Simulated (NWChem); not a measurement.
System meant: dichloromethane (CH$_{2}$Cl$_{2}$); SMILES ClCCl

Here is an NWChem input.

```
start job
memory heap 200 mb stack 900 mb global 1100 mb
geometry units angstroms noautoz
  Cl     1.494325     0.000000     0.212013
  C      0.000000     0.000000    -0.763738
  Cl    -1.494325     0.000000     0.212013
  H      0.000000     0.909676    -1.390204
  H      0.000000    -0.909676    -1.390204
end
basis spherical
  * library def2-svp
end
dft
  xc xpbe96 cpbe96
  iterations 4
  mulliken
end
task dft energy
```

End of the output:

```
    Atom       Charge   Shell Charges
 -----------   ------   -------------------------------------------------------
    1 Cl  17    16.94   2.00  1.96  1.05  0.79  5.82  2.27  3.03  0.04
    2 C    6     6.17   1.96  0.66  0.36  1.79  1.29  0.11
    3 Cl  17    16.94   2.00  1.96  1.05  0.79  5.82  2.27  3.03  0.04
    4 H    1     0.97   0.64  0.25  0.07
    5 H    1     0.97   0.64  0.25  0.07

 center of mass
 --------------
 x =   0.00000000 y =   0.00000000 z =   0.07133847

 moments of inertia (a.u.)
 ------------------
          55.741776828891           0.000000000000           0.000000000000
           0.000000000000         607.483414120645           0.000000000000
           0.000000000000           0.000000000000         563.654503486452

     Multipole analysis of the density
     ---------------------------------

     L   x y z        total         alpha         beta         nuclear
     -   - - -        -----         -----         ----         -------
     0   0 0 0     -0.000000    -21.000000    -21.000000     42.000000

     1   1 0 0     -0.000000     -0.000000     -0.000000      0.000000
     1   0 1 0      0.000000      0.000000      0.000000      0.000000
     1   0 0 1     -0.625363     -0.312681     -0.312681      0.000000

     2   2 0 0    -24.502712   -147.812966   -147.812966    271.123220
     2   1 1 0      0.000000      0.000000      0.000000      0.000000
     2   1 0 1     -0.000000     -0.000000     -0.000000      0.000000
     2   0 2 0    -22.793374    -14.351780    -14.351780      5.910186
     2   0 1 1      0.000000      0.000000      0.000000      0.000000
     2   0 0 2    -21.727762    -26.742305    -26.742305     31.756848

 ------------------------------------------------------------------------
 dft energy failed                                                                                  0
 ------------------------------------------------------------------------
 ------------------------------------------------------------------------
  current input line :
    18: task dft energy
 ------------------------------------------------------------------------
 ------------------------------------------------------------------------
 This type of error is most commonly associated with calculations not reaching convergence criteria
 ------------------------------------------------------------------------
 For more information see the NWChem manual at https://nwchemgit.github.io

0:dft energy failed:Received an Error in Communication
```

Problem. Find the fault in this run and fix the input.

Solution. The run did not converge; its last values are not results. Cause: the SCF was allowed too few iterations. This input runs:
```
start job
memory heap 200 mb stack 900 mb global 1100 mb
geometry units angstroms noautoz
  Cl     1.494325     0.000000     0.212013
  C      0.000000     0.000000    -0.763738
  Cl    -1.494325     0.000000     0.212013
  H      0.000000     0.909676    -1.390204
  H      0.000000    -0.909676    -1.390204
end
basis spherical
  Cl library def2-svp
  C library def2-svp
  H library def2-svp
end
dft
  xc xpbe96 cpbe96
  iterations 150
  mulliken
end
task dft energy
```
It converges to -958.94757 Ha (PBE/def2-SVP).
